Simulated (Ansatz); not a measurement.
Geometry optimisation, RKS PBE0-D4/6-31G* (Ansatz 0.2.0).

Input file:

```yaml
crystal:
  periodic: [false, false, false]
  atoms:
    - { symbol: B, position_ang: [0.013664, -1.26997, 0.191635] }
    - { symbol: "N", position_ang: [-0.189333, 1.542989, -0.170394] }
    - { symbol: H, position_ang: [-0.846426, -1.493702, -0.602767] }
    - { symbol: H, position_ang: [-0.132995, -1.187783, 1.371714] }
    - { symbol: H, position_ang: [0.714656, 1.163063, -0.440281] }
    - { symbol: Cl, position_ang: [1.724124, -1.270795, -0.426335] }
    - { symbol: H, position_ang: [-0.358948, 1.378447, 0.815897] }
    - { symbol: H, position_ang: [-0.924642, 1.137852, -0.73947] }
basis:
  gaussian: { orbitals: "6-31G*" }
hamiltonian:
  xc: pbe0
  dispersion: d4
relax:
  f_tol: 0.03
  max_steps: 50
```

Command:

```bash
$ ansatz run input.yaml --threads 1 --pin off --max-ram 2048MiB --backend cpu --events-out ev --progress --plain --runs-dir out
```

Where does it end, and by what steps?

It converged. The force dipped under the threshold on the way, but the program's further checks kept it going. After 22 steps the energy has fallen by 1.457 eV; N2 moved furthest, 0.74 Å. Joined: B1–N2.

```
step  energy less start (eV)  largest force component (eV/Å)  accepted
   0                  0.0000                           1.116       yes
   1                 -0.0365                           1.058       yes
   2                 -0.0449                           0.821       yes
   3                 -0.0906                           0.753       yes
   4                 -0.1354                           0.517       yes
   5                 -0.1975                           1.289       yes
   6                 -0.5618                           2.193       yes
   7                 -0.9978                           1.973       yes
   8                 -1.2766                           0.678       yes
   9                 -1.3515                           0.325       yes
  10                 -1.3561                           0.148       yes
  11                 -1.3571                           0.022       yes
  12                 -1.3571                           0.004       yes
  13                 -1.3571                           0.006       yes
  14                 -1.3573                           0.034       yes
  15                 -1.3581                           0.060       yes
  16                 -1.3604                           0.147       yes
  17                 -1.3663                           0.219       yes
  18                 -1.3777                           0.276       yes
  19                 -1.3965                           0.819       yes
  20                 -1.4537                           0.120       yes
  21                 -1.4565                           0.034       yes
  22                 -1.4568                           0.011       yes
```

```xyz
8
Properties=species:S:1:pos:R:3
B -0.037 -0.813 0.092
N -0.149 0.805 -0.088
H -0.573 -1.294 -0.875
H -0.546 -1.067 1.155
H 0.311 1.098 -0.951
Cl 1.798 -1.119 0.102
H 0.318 1.281 0.683
H -1.122 1.110 -0.118
```

Run time: 50 s on 1 thread of Arm Neoverse V1 (shared host), peak memory 0.13 GiB.
